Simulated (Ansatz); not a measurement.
Consider the hydrogenolysis of a C–C bond: `FCCOCF` + H₂ → `COCF` + `CF`.

Gas-phase electronic energies from Ansatz, PBE0-D4/def2-TZVP geometries. CBS: MP2 limit from def2 TZ/QZ plus the TZ coupled-cluster correction, frozen cores. This one scheme is used for every species. DFT in def2-TZVPP. HSE06 is defined as in plane-wave codes. Each species was taken in one conformer, which may not be the lowest.

```
             level  ΔE (eV)
         r2SCAN-D4    -0.38
          HSE06-D4    -0.42
            B2PLYP    -0.47
            revPBE    -0.49
         CAM-B3LYP    -0.47
RPA@PBE/def2-TZVPP    -0.42
     CCSD/def2-SVP    -0.44
SCS-MP2/def2-QZVPP    -0.44
```

What does CCSD(T)/CBS give? (Best estimate.)

Computed: -0.41 eV. The listed levels differ from it by 0.03, -0.01, -0.06, -0.08, -0.06, -0.01, -0.03, -0.03 eV.

What do rigid-rotor, harmonic-oscillator terms from PBE0-D4/def2-TZVP frequencies (298.15 K, 1 bar) make of the CCSD(T)/CBS value? (Best estimate.)

The calculation gave: ΔZPE = +0.21 eV, ΔH = -0.23 eV, ΔS = 39 J/(mol·K), ΔG = -0.35 eV. Modes under 50 cm⁻¹ make the entropy rough.

Largest T1 diagnostic among the species: 0.011.

In def2-TZVPP, CCSD(T) changes the Hartree–Fock value by +0.19 eV (the triples alone add +0.04 eV) and MP2 by +0.21 eV. The D4 term adds +0.07 eV with B3LYP and +0.04 eV with PBE0; it sums over pairs of atoms, weighted by their polarisabilities, and B3LYP, whose exchange is more repulsive, gets the larger term. Leaving LDA and LC-ωPBE aside and taking each functional with its dispersion term where it has one, the values, not all of them listed here, spread over 0.12 eV, from BHLYP-D4 to revPBE-D4. LDA lies +0.14 eV from PBE without D4.

B3LYP here is the variant with VWN-RPA as its local correlation; programs differ in this.
